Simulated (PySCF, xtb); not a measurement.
CH3F, SMILES CF (connectivity only; charge and spin as stated), charge +1, multiplicity 2.

Harmonic wavenumbers (cm⁻¹) from GFN2-xTB in xtb 6.7.1 at its own minimum, in rising order: 748, 883, 1020, 1130, 1185, 1312, 2415, 2584, 2910.

**Question.** What does PySCF with B3LYP-D3(BJ)/def2-TZVP give at its own minimum? (The exact figures need the calculation; the answer reports its results.)

**Answer.** 766, 963, 991, 1071, 1304, 1459, 2155, 2522, 3184. Paired by order, the mean absolute difference is 117 cm⁻¹ and the zero-point energies are 20.3 and 20.6 kcal/mol.
